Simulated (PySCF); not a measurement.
Species: C2H5 (charge -1, singlet). It need not be the lowest isomer of its formula. Whether it binds its extra electron was not tested at this geometry. SMILES: [CH2-]C
Geometry: optimised at B3LYP-D3(BJ)/def2-TZVP (Ansatz).

Dispersion corrections to the total energy (kcal/mol) from the dftd3 and dftd4 libraries through PySCF: D3(BJ) without and D4 with the three-body term, each with the damping fitted for the functional named.

```
functional  D3(BJ)     D4
----------  ------  -----
HSE06        -0.95  -1.63
B3LYP        -2.92  -3.52
TPSSh        -1.90    ___
B2PLYP       -1.25    ___
LC-wPBE      -1.47    ___
BHLYP        -2.16  -2.23
BLYP         -3.63  -5.17
```

**Question.** What belongs in the gaps?

**Answer.** 
- TPSSh, D4: -2.71
- B2PLYP, D4: -1.52
- LC-wPBE, D4: -2.41
